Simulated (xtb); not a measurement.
xtb input (GFN2-xTB):

```bash
xtb mol.xyz --gfn 2 --ohess tight --chrg 1 --uhf 0
```
mol.xyz:
```
4

O      0.22788807    -0.15829945    -1.91710343
C      0.21463294    -0.16819203    -0.73983879
S      0.25890511    -0.17514100     0.85584785
H     -0.69771521     0.44450763     1.77070819
```

Output:

```
           -------------------------------------------------
          |                Calculation Setup                |
           -------------------------------------------------

           -------------------------------------------------
          |                 G F N 2 - x T B                 |
           -------------------------------------------------

        Reference                      10.1021/acs.jctc.8b01176
      * Hamiltonian:
        H0-scaling (s, p, d)           1.850000    2.230000    2.230000
        zeta-weighting                 0.500000
      * Dispersion:
        s8                             2.700000
        a1                             0.520000
        a2                             5.000000
        s9                             5.000000
      * Repulsion:
        kExp                           1.500000    1.000000
        rExp                           1.000000
      * Coulomb:
        alpha                          2.000000
        third order                    shell-resolved
        anisotropic                    true
        a3                             3.000000
        a5                             4.000000
        cn-shift                       1.200000
        cn-exp                         4.000000
        max-rad                        5.000000

          ...................................................
          :                      SETUP                      :
          :.................................................:
          :  # basis functions                  19          :
          :  # atomic orbitals                  18          :
          :  # shells                            8          :
          :  # electrons                        16          :
          :  max. iterations                   250          :
          :  Hamiltonian                  GFN2-xTB          :
          :  restarted?                      false          :
          :  GBSA solvation                  false          :
          :  PC potential                    false          :
          :  electronic temp.          300.0000000     K    :
          :  accuracy                    1.0000000          :
          :  -> integral cutoff          0.2500000E+02      :
          :  -> integral neglect         0.1000000E-07      :
          :  -> SCF convergence          0.1000000E-05 Eh   :
          :  -> wf. convergence          0.1000000E-03 e    :
          :  Broyden damping             0.4000000          :
          :  net charge                          1          :
          :  unpaired electrons                  0          :
          ...................................................

 iter      E             dE          RMSdq      gap      omega  full diag
   1     -9.4804971 -0.948050E+01  0.675E+00    3.07       0.0  T
   2     -9.4814059 -0.908748E-03  0.401E+00    2.97       1.0  T
   3     -9.4810910  0.314880E-03  0.575E-01    2.80       1.0  T
   4     -9.4814628 -0.371812E-03  0.319E-01    2.89       1.0  T
   5     -9.4816552 -0.192327E-03  0.876E-02    2.88       1.0  T
   6     -9.4816560 -0.815685E-06  0.487E-02    2.87       1.0  T
[...]
molecular quadrupole (traceless):
                xx          xy          yy          xz          yz          zz
 q only:       -1.967      -0.110      -1.218      -1.824      -0.555       3.185
  q+dip:       -1.960      -0.304      -1.107      -1.908      -0.088       3.068
   full:       -1.712      -0.588      -0.642      -1.740       0.619       2.354

           -------------------------------------------------
          |                Geometry Summary                 |
           -------------------------------------------------

      molecular mass/u    :       61.0828690
   center of mass at/Å    :        0.0935416      -0.3088477      -0.0943376
  moments of inertia/u·Å² :        0.1804925E+01   0.8622225E+02   0.8802717E+02
rotational constants/cm⁻¹ :        0.9339799E+01   0.1955137E+00   0.1915049E+00

 * 3 selected distances

     #   Z          #   Z                                           value/Å
     1   8 O        2   6 C                                       1.1252665 (min)
     2   6 C        3  16 S                                       1.6160748 (max)
     3  16 S        4   1 H                                       1.3618305

 * 3 distinct bonds (by element types)

   Z      Z             #   av. dist./Å        max./Å        min./Å
   6 C    8 O           1     1.1252665     1.1252665     1.1252665
   1 H   16 S           1     1.3618305     1.3618305     1.3618305
   6 C   16 S           1     1.6160748     1.6160748     1.6160748

           -------------------------------------------------
          |               Frequency Printout                |
           -------------------------------------------------
 projected vibrational frequencies (cm⁻¹)
eigval :       -0.00    -0.00    -0.00     0.00     0.00     0.00
eigval :      375.93   420.54   779.34   824.16  2171.77  2255.94
 reduced masses (amu)
   1:  8.00   2: 18.03   3: 19.60   4: 19.35   5: 29.68   6: 21.30   7: 11.30   8: 13.47
   9: 15.34  10: 11.74  11:  3.90  12: 11.55
 IR intensities (km·mol⁻¹)
   1: 62.35   2: 28.26   3: 10.81   4: 11.58   5:  3.17   6: 17.63   7: 21.41   8:  6.19
   9:  1.13  10: 19.18  11:217.05  12:546.91
 Raman intensities (Ä⁴*amu⁻¹)
   1:  0.00   2:  0.00   3:  0.00   4:  0.00   5:  0.00   6:  0.00   7:  0.00   8:  0.00
   9:  0.00  10:  0.00  11:  0.00  12:  0.00
 output can be read by thermo (or use thermo option).
 writing <g98.out> molden fake output.
 recommended (thermochemical) frequency scaling factor: 1.0
           -------------------------------------------------
          |             Thermodynamic Functions             |
           -------------------------------------------------

cs  symmetry found (for desy threshold:  0.10E+00) used in thermo

          ...................................................
          :                      SETUP                      :
          :.................................................:
          :  # frequencies                           6      :
          :  # imaginary freq.                       0      :
          :  linear?                             false      :
          :  only rotor calc.                    false      :
          :  symmetry                               cs      :
Note: The following floating-point exceptions are signalling: IEEE_DENORMAL
normal termination of xtb
          :  rotational number                       1      :
          :  scaling factor                  1.0000000      :
          :  rotor cutoff                   50.0000000 cm⁻¹ :
          :  imag. cutoff                  -20.0000000 cm⁻¹ :
          :.................................................:

    mode    ω/cm⁻¹     T·S(HO)/kcal·mol⁻¹    T·S(FR)/kcal·mol⁻¹   T·S(vib)
   ------------------------------------------------------------------------
   ------------------------------------------------------------------------

   temp. (K)  partition function   enthalpy   heat capacity  entropy
                                   cal/mol     cal/K/mol   cal/K/mol   J/K/mol
 298.15  VIB   1.44                  489.589      4.255      2.360
         ROT  0.894E+04              888.752      2.981     21.062
         INT  0.128E+05             1378.341      7.235     23.422
         TR   0.462E+27             1481.254      4.968     38.231
         TOT                        2859.5950    12.2036    61.6535   257.9581

       T/K    H(0)-H(T)+PV         H(T)/Eh          T*S/Eh         G(T)/Eh
   ------------------------------------------------------------------------
    298.15    0.455705E-02    0.201117E-01    0.292936E-01   -0.918190E-02
   ------------------------------------------------------------------------

         :::::::::::::::::::::::::::::::::::::::::::::::::::::
         ::                  THERMODYNAMIC                  ::
         :::::::::::::::::::::::::::::::::::::::::::::::::::::
         :: total free energy          -9.436321251891 Eh   ::
         ::.................................................::
         :: total energy               -9.427139356324 Eh   ::
         :: zero point energy           0.015554600195 Eh   ::
         :: G(RRHO) w/o ZPVE           -0.024736495762 Eh   ::
         :: G(RRHO) contrib.           -0.009181895567 Eh   ::
         :::::::::::::::::::::::::::::::::::::::::::::::::::::

optimized geometry written to: xtbopt.xyz

           -------------------------------------------------
          | TOTAL ENERGY               -9.427139356324 Eh   |
          | TOTAL ENTHALPY             -9.407027701427 Eh   |
          | TOTAL FREE ENERGY          -9.436321251891 Eh   |
          | GRADIENT NORM               0.000183770186 Eh/α |
          | HOMO-LUMO GAP               3.473365614467 eV   |
           -------------------------------------------------

------------------------------------------------------------------------
------------------------------------------------------------------------
 total:
 SCF:
 ANC optimizer:
 analytical hessian:
```

It need not be the lowest isomer of its formula.
